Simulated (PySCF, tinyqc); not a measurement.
RHF in the sto-3g basis, for H2F+, spin multiplicity 1, step by step. The lowest restricted solution is unstable here: a spin-polarised one lies 0.0024 hartree lower (PySCF). One step of it, computed by the program tinyqc.

Problem. Iteration 2: DIIS coefficients. Solve [B -1; -1 0][c; lambda] = [0; -1] for the coefficients, which sum to one.

B (overlaps of the stored error matrices):
```
                1               2
1   1.7966116e+00  -3.1493871e-01
2  -3.1493871e-01   5.8313465e-01
```

Give: DIIS coefficients.

Solution.

DIIS coefficients: 0.2984  0.7016
